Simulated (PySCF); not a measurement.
PySCF input (PBE/3-21G):

```python
import numpy as np, basis_set_exchange as bse
from pyscf import gto, scf, dft, df
from pyscf.prop.nmr import rks as nmr

basis = {'C': gto.basis.parse(bse.get_basis('3-21G', elements=['C'], fmt='nwchem')), 'H': gto.basis.parse(bse.get_basis('3-21G', elements=['H'], fmt='nwchem')), 'N': gto.basis.parse(bse.get_basis('3-21G', elements=['N'], fmt='nwchem'))}
mol = gto.M(
    atom='''
    C    -0.00000000   -0.00000000   -0.49689011
    N     0.00000000    0.00000000    0.64927938
    H    -0.00000000   -0.00000000   -1.56361504
    ''',
    basis=basis,
    charge=0,
    verbose=4,
    max_memory=2160,
)
mf = dft.RKS(mol, xc='pbe')
mf.grids.level = 3
mf.conv_tol = 1e-9
mf.max_cycle = 100
print('smallest overlap eigenvalue', np.linalg.eigvalsh(mol.intor('int1e_ovlp'))[0])
mf.kernel()
dip = mf.dip_moment()
n = nmr.NMR(mf)
n.verbose = 2
n.max_cycle_cphf = 60
sigma = n.kernel()
for i, x in enumerate(sigma):
    print(mol.atom_symbol(i), i + 1, round(x.trace() / 3, 3))
```

Output:

```
PySCF version 2.14.0

[INPUT] verbose = 4
[INPUT] num. atoms = 3
[INPUT] num. electrons = 14
[INPUT] charge = 0
[INPUT] spin (= nelec alpha-beta = 2S) = 0
[INPUT] symmetry False subgroup None
[INPUT] Mole.unit = angstrom
[INPUT] Symbol           X                Y                Z      unit          X                Y                Z       unit  Magmom
[INPUT]  1 C      0.000000000000   0.000000000000  -0.496890110000 AA    0.000000000000   0.000000000000  -0.938986221905 Bohr   0.0
[INPUT]  2 N      0.000000000000   0.000000000000   0.649279380000 AA    0.000000000000   0.000000000000   1.226960206527 Bohr   0.0
[INPUT]  3 H      0.000000000000   0.000000000000  -1.563615040000 AA    0.000000000000   0.000000000000  -2.954804189851 Bohr   0.0

nuclear repulsion = 24.0414551204057
number of shells = 12
number of NR pGTOs = 33
number of NR cGTOs = 20
basis = {'C': [[0, [172.256, 0.06176690738], [25.9109, 0.3587940429], [5.53335, 0.7007130837]], [0, [3.66498, -0.3958951621], [0.770545, 1.215834356]], [0, [0.195857, 1.0]], [1, [3.66498, 0.2364599466], [0.770545, 0.8606188057]], [1, [0.195857, 1.0]]], 'H': [[0, [5.447178, 0.1562849787], [0.82454724, 0.9046908767]], [0, [0.18319158, 1.0]]], 'N': [[0, [242.766, 0.05986570051], [36.4851, 0.352955003], [7.81449, 0.706513006]], [0, [5.42522, -0.4133000774], [1.14915, 1.224417267]], [0, [0.283205, 1.0]], [1, [5.42522, 0.2379720162], [1.14915, 0.8589530586]], [1, [0.283205, 1.0]]]}
ecp = {}
smallest overlap eigenvalue 0.01230356959737341

******** <class 'pyscf.dft.rks.RKS'> ********
method = RKS
initial guess = minao
damping factor = 0
level_shift factor = 0
DIIS = <class 'pyscf.scf.diis.CDIIS'>
diis_start_cycle = 1
diis_space = 8
diis_damp = 0
SCF conv_tol = 1e-09
SCF conv_tol_grad = None
SCF max_cycles = 100
direct_scf = True
direct_scf_tol = 1e-13
XC library pyscf.dft.libxc version 7.1.2
    S. Lehtola, C. Steigemann, M. J. T. Oliveira, and M. A. L. Marques,  SoftwareX 7, 1–5 (2018)
XC functionals = pbe
    J. P. Perdew, K. Burke, and M. Ernzerhof,  Phys. Rev. Lett. 77, 3865 (1996)
    J. P. Perdew, K. Burke, and M. Ernzerhof,  Phys. Rev. Lett. 78, 1396 (1997)
    J. P. Perdew, K. Burke, and M. Ernzerhof,  Phys. Rev. Lett. 77, 3865 (1996)
    J. P. Perdew, K. Burke, and M. Ernzerhof,  Phys. Rev. Lett. 78, 1396 (1997)
radial grids:
    Treutler-Ahlrichs [JCP 102, 346 (1995); DOI:10.1063/1.469408] (M4) radial grids

becke partition: Becke, JCP 88, 2547 (1988); DOI:10.1063/1.454033
pruning grids: <function nwchem_prune>
grids dens level: 3
symmetrized grids: False
atomic radii adjust function: <function treutler_atomic_radii_adjust>
small_rho_cutoff = 0
Set gradient conv threshold to 3.16228e-05
Initial guess from minao.
tot grids = 37832
init E= -92.8776370557637
  HOMO = -0.36958481538462  LUMO = -0.0390020916913579  gap/eV = 8.99561
cycle= 1 E= -92.764281322883  delta_E= 0.113  |g|= 0.317  |ddm|= 1.93
  HOMO = -0.20807103106358  LUMO = 0.044899888325483  gap/eV = 6.88369
cycle= 2 E= -92.5532404049115  delta_E= 0.211  |g|= 0.994  |ddm|= 1.05
  HOMO = -0.291367727879126  LUMO = 0.0109162842446685  gap/eV = 8.22557
cycle= 3 E= -92.7903580335768  delta_E= -0.237  |g|= 0.0586  |ddm|= 0.735
  HOMO = -0.305916876331906  LUMO = -0.00266933538118908  gap/eV = 8.25179
cycle= 4 E= -92.7912592536641  delta_E= -0.000901  |g|= 0.00986  |ddm|= 0.0712
  HOMO = -0.305465552533459  LUMO = -0.00124857164181697  gap/eV = 8.27817
cycle= 5 E= -92.7912835399939  delta_E= -2.43e-05  |g|= 0.00137  |ddm|= 0.0102
  HOMO = -0.30532078894735  LUMO = -0.00122687911307038  gap/eV = 8.27482
cycle= 6 E= -92.7912840456664  delta_E= -5.06e-07  |g|= 8.01e-05  |ddm|= 0.00123
  HOMO = -0.305305245870382  LUMO = -0.00121826071409944  gap/eV = 8.27463
cycle= 7 E= -92.7912840470599  delta_E= -1.39e-09  |g|= 1.54e-05  |ddm|= 7.92e-05
  HOMO = -0.305303952708858  LUMO = -0.00121819636856918  gap/eV = 8.27459
cycle= 8 E= -92.7912840471171  delta_E= -5.71e-11  |g|= 4.11e-07  |ddm|= 1.23e-05
  HOMO = -0.30530376637956  LUMO = -0.00121810112666954  gap/eV = 8.27459
Extra cycle  E= -92.7912840471168  delta_E= 2.84e-13  |g|= 1.31e-06  |ddm|= 1.11e-06
converged SCF energy = -92.7912840471168
Dipole moment(X, Y, Z, Debye): -0.00000,  0.00000, -2.64720
C 1 110.491
N 2 14.4
H 3 29.875
```
